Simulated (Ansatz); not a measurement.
Reaction (substitution at a C–C bond): `CCC(CC)C(C)C` + `CCSS` → `CCSSC` + `CCC(CC)CC`

Isolated molecules relaxed with PBE0-D4/def2-TZVP in Ansatz; ΔE leaves out vibrations. CBS: MP2 limit from def2 TZ/QZ plus the TZ coupled-cluster correction, frozen cores. DFT in def2-TZVPP. B3LYP here is the variant with VWN-RPA as its local correlation; programs differ in this. Each species was taken in one conformer, which may not be the lowest.

```
             level  ΔE (eV)
           PBE0-D4    -0.06
          B3LYP-D4    -0.07
           ωB97M-V    -0.01
            r2SCAN    -0.08
CCSD(T)/def2-TZVPP     0.02
    MP2/def2-QZVPP    -0.01
      HF/CBS(def2)    -0.13
    CCSD/CBS(def2)    -0.01
```

Q: What does CCSD(T)/CBS give? (Estimate.)

A: The calculation gave: -0.01 eV. The listed levels differ from it by -0.05, -0.06, 0.00, -0.07, 0.03, 0.00, -0.12, 0.00 eV.

Largest T1 diagnostic among the species: 0.011.

The D4 term adds +0.08 eV with B3LYP and +0.05 eV with PBE0; it sums over pairs of atoms, weighted by their polarisabilities, and B3LYP, whose exchange is more repulsive, gets the larger term. From PBE to PBE0 (25 % exact exchange), in def2-TZVPP and without D4, ΔE moves by +0.04 eV. In def2-TZVPP, CCSD(T) changes the Hartree–Fock value by +0.15 eV (the triples alone add +0.00 eV) and MP2 by +0.14 eV.
